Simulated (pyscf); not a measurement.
A first-order saddle from PySCF, ωB97X-D3(BJ)/def2-SVP:

```
C
H 1 1.0974
H 1 1.0974 2 113.13
H 1 1.0975 2 113.07 3 -130.09
H 1 1.3052 2 105.69 4 -114.87
C 5 1.3580 4 146.31 1 -179.75
H 6 1.0952 5 118.19 4 -13.38
H 6 1.0952 7 123.66 5 179.91
```
Charge 0, spin multiplicity 3.

Surface: triplet, charge 0. Lowest wavenumbers (cm⁻¹): 1562i, 4, 294, 384, 493.

**Question.** Name the species on either side of this saddle.

**Answer.** CH₄ + CH₂ [triplet] <-> CH₃• + CH₃•, a hydrogen abstraction read from left to right: C–H broken and C–H formed. At CCSD(T)/def2-TZVPP + ΔMP2(QZVPP) it lies +0.56 eV from the left side and +0.74 eV from the right (each side as separated species at their lowest minima found). CH₃• + CH₃• also meet on a surface of lower spin, which isn't treated here. One saddle was located; it need not be the lowest between these sides. The angle at the transferred H is 180°. The CCSD(T) − MP2 part came from Ansatz, without density fitting, on the same reference.
